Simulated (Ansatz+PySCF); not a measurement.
Values are calculated unless marked as measured or tabulated.
## Several solutions for singlet H₂O

```xyz
3

O     0.0000    0.0000   -0.1197
H     0.0000    1.5084    1.0770
H     0.0000   -0.7542    0.4787
```

Basis set: 6-31G* (spherical functions). Charge 0, multiplicity 1.

UHF was run from several starts with Ansatz (development build ahead of 0.2.0) and PySCF 2.14.0.

```
run  program                                 start  converged  energy (hartree)  <S²>
  A    PySCF   guess minao, instabilities followed        yes         -75.88304  0.89
  B    PySCF  guess huckel, instabilities followed        yes         -75.88304  0.89
  C    PySCF    guess atom, instabilities followed        yes         -75.88304  0.89
  D    PySCF                      program defaults        yes         -75.79581  0.00
  E   Ansatz               atomic start, no search        yes         -75.79581  0.00
  F   Ansatz           search for the lowest state        yes         -75.88304  0.89
  G   Ansatz               stability test followed        yes         -75.88304  0.89
  H    PySCF      guess 1e, instabilities followed        yes         -75.88304  0.89
```

Q: Which runs reached the lowest solution of this kind, and what is wrong with the others?

A: A, B, C, F, G, H reached the lowest solution found. Converged but too high: D by 2.37 eV, E by 2.37 eV. Convergence only shows a stationary point, and even a stable one can lie too high; stability tests and further starts are what find lower ones. Caution: the unrestricted determinant is a mixture of spin states.
